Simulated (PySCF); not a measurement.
**Identify the compound**

The spectra below were simulated for a compound C$_{3}$H$_{3}$F$_{2}$N.

1H NMR (500 MHz, computed): δ 1.75 (t, J = 17.9 Hz, 3H).

13C{1H} NMR (computed): δ 120.7 (C, t, J = 302.0 Hz), 119.3 (C, t, J = 47.6 Hz), 27.9 (CH3, t, J = 26.6 Hz).

Level of theory: couplings computed with B3LYP/pcJ-1, structure optimised with PBE0-D3(BJ)/def2-SVP, PBE/pcSseg-2 with gauge-including orbitals, in PySCF 2.14.0 with density-fitted response routines (no relativistic terms, isolated molecule, a single conformation, fast rotation and ring inversion assumed for equivalent nuclei).

Shifts are taken against calculated references (same method and geometry level): 1H, 13C against TMS.

Deduce the structure.

Results:


1. Rings plus π bonds: 2 (no ring in the answer).
2. 3 carbon signals for 3 carbons: no two carbons are equivalent.
3. Carbon types of the structure: 2 × C, 1 × CH3, which accounts for all hydrogens.
4. δC 120.7: fully substituted sp3 carbon bonded to 2 F, α to a nitrile; 2 electronegative neighbours deshield it.
5. δC 119.3: nitrile carbon; typical of a nitrile.
6. δC 27.9: methyl carbon; a saturated carbon with 1 carbon neighbour and no heteroatom attached.
7. δH 1.75: hydrogen on a methyl carbon.

Structure: `CC(F)(F)C#N`.

The data come from this structure; uniqueness wasn't tested.

Common functionals overestimate the size of one-bond C–F couplings by tens of Hz; these are unscaled. Splittings below 1 Hz are ignored in the labels, and close J values are merged. Shifts are as computed, not scaled to solution data. Of 1211 compounds with measured shifts, 218 miss one by over three times the rms of a fit or turn the order of signals round; such compounds aren't used in these exercises.
